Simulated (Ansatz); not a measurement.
We consider corundum Cr2O3, described by PBE in Ansatz (plane waves, PAW).

Numerical settings: plane-wave cutoff 520 eV, 8×8×8 k mesh, Fermi–Dirac smearing 0.01 eV, spin-polarised with opposed moments, scalar-relativistic PAW data made under PBE.

Starting structure:

```yaml
crystal:
  lattice:
    - [2.48000, 1.43183, 4.53000]
    - [-2.48000, 1.43183, 4.53000]
    - [0.00000, -2.86366, 4.53000]
  atoms:
    - { symbol: Cr, position: [0.84700, 0.84700, 0.84700] }
    - { symbol: Cr, position: [0.34700, 0.34700, 0.34700] }
    - { symbol: Cr, position: [0.15300, 0.15300, 0.15300] }
    - { symbol: Cr, position: [0.65300, 0.65300, 0.65300] }
    - { symbol: O, position: [0.44400, 0.05600, 0.75000] }
    - { symbol: O, position: [0.05600, 0.75000, 0.44400] }
    - { symbol: O, position: [0.55600, 0.94400, 0.25000] }
    - { symbol: O, position: [0.25000, 0.55600, 0.94400] }
    - { symbol: O, position: [0.94400, 0.25000, 0.55600] }
    - { symbol: O, position: [0.75000, 0.44400, 0.05600] }
```

Into what structure does the relaxation of cell and atoms lead at this level, with the symmetry of the start kept?

The volume goes up by 0.7 %; final space group R-3c.
```yaml
crystal:
  lattice:
    - [2.46889, 1.42541, 4.60235]
    - [-2.46889, 1.42541, 4.60235]
    - [0.00000, -2.85083, 4.60235]
  atoms:
    - { symbol: Cr, position: [0.84524, 0.84524, 0.84524] }
    - { symbol: Cr, position: [0.34524, 0.34524, 0.34524] }
    - { symbol: Cr, position: [0.15476, 0.15476, 0.15476] }
    - { symbol: Cr, position: [0.65476, 0.65476, 0.65476] }
    - { symbol: O, position: [0.43857, 0.06143, 0.75000] }
    - { symbol: O, position: [0.06143, 0.75000, 0.43857] }
    - { symbol: O, position: [0.56143, 0.93857, 0.25000] }
    - { symbol: O, position: [0.25000, 0.56143, 0.93857] }
    - { symbol: O, position: [0.93857, 0.25000, 0.56143] }
    - { symbol: O, position: [0.75000, 0.43857, 0.06143] }
```

Ansatz is a quantum-chemistry and plane-wave program.
